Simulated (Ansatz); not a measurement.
# CH₃BO: single points off equilibrium

An exercise on one series of results from a longer session: the logs are not shown, and one member is left open.

Method: single points in def2-TZVPP; program: Ansatz 0.2.0, Gaussian basis.

Correlated methods freeze the cores.

## Where the work starts

SMILES `BC=O`, 6 atoms, charge 0, spin multiplicity 1.

Atoms are counted from 1 here; the program's logs count them from 0.

Bond lengths: B1–C2 1.466 Å, B1–H4 1.162 Å, B1–H5 1.211 Å, C2–O3 1.205 Å, C2–H6 1.172 Å. Angles: C2–B1–H4 120.3°, C2–B1–H5 123.3°, H4–B1–H5 115.1°, B1–C2–O3 143.2°, B1–C2–H6 98.8°, O3–C2–H6 118.1°.

Coordinates:

```xyz
6

B    -0.41620    0.13080   -0.58490
C     0.53610    0.08740    0.52860
O     1.42990    0.69850    1.05790
H    -0.20360   -0.46340   -1.56080
H    -1.54650    0.55130   -0.47620
H     0.20390   -0.92960    1.00800
```

The first run:

Input file run/in.yaml:

```yaml
crystal:
  periodic: [false, false, false]
  atoms:
    - {symbol: B, position_ang: [-0.416200, 0.130800, -0.584900]}
    - {symbol: C, position_ang: [0.536100, 0.087400, 0.528600]}
    - {symbol: O, position_ang: [1.429900, 0.698500, 1.057900]}
    - {symbol: H, position_ang: [-0.203600, -0.463400, -1.560800]}
    - {symbol: H, position_ang: [-1.546500, 0.551300, -0.476200]}
    - {symbol: H, position_ang: [0.203900, -0.929600, 1.008000]}
basis:
  gaussian: {orbitals: def2-TZVPP}
correlation: {method: ccsd_t}
output: {forces: true}
```

The command line of these runs was not kept.

Steps of the session up to this table: CCSD(T)/def2-TZVPP; PBE0-D4/def2-TZVPP; wB97M-V/def2-TZVPP; r2SCAN-D4/def2-TZVPP; PBE-D4/def2-TZVPP; SPW92/def2-TZVPP; BHLYP-D4/def2-TZVPP.

One of the session's tables, all rows but one given; the rest of the session is left out.

| method | RMS force component (eV/Å) | angle to CCSD(T) forces (°) | dipole (D) |
| --- | --- | --- | --- |
| CCSD(T) | 0.916 | reference | 2.12 |
| PBE0-D4 | 0.833 | 22.1 | 2.28 |
| wB97M-V | 0.888 | 16.6 | 2.27 |
| r2SCAN-D4 | 0.724 | 18.6 | 2.21 |
| PBE-D4 | 0.654 | 20.9 | 2.05 |
| SPW92 | ? | ? | ? |
| BHLYP-D4 | 1.098 | 30.0 | 2.50 |

Estimate the missing values for SPW92.

**Answer.** RMS force component (eV/Å): 0.606; angle to CCSD(T) forces (°): 40.4; dipole (D): 2.14. In the column «RMS force component (eV/Å)» it is the lowest.
